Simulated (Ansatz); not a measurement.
Mulliken charges of `CC(O)Cl` from ωB97M-V/def2-TZVPP in Ansatz (PBE0-D4/def2-TZVP geometry).

```
atom   x (Å)   y (Å)   z (Å)  charge (e)
  C1   0.276   0.739  -0.493      -0.289
  C2  -0.106  -0.638  -0.015       0.097
  O3   0.359  -0.941   1.242      -0.281
 Cl4  -1.922  -0.795  -0.093      -0.159
  H5  -0.085   0.913  -1.507       0.111
  H6  -0.157   1.502   0.159       0.099
  H7   1.364   0.833  -0.479       0.113
  H8   0.258  -1.421  -0.679       0.128
  H9   0.102  -0.237   1.848       0.181
```

Task: By hand: the dipole of these point charges (1 e Å = 4.8032 D).

Result: Σ q r = (0.295, 0.235, -0.151) e Å, of length 0.406 e Å = 1.95 D.

Task: How does the dipole of the full density compare? (Best estimate.)

Result: Computed: (0.301, 0.354, -0.030) e Å, 2.24 D; the point charges give 0.87 times that, at 21° from its direction.

Point charges leave out the atoms' own dipoles, such as those of lone pairs, and Mulliken's split depends on the basis, so the two needn't agree.
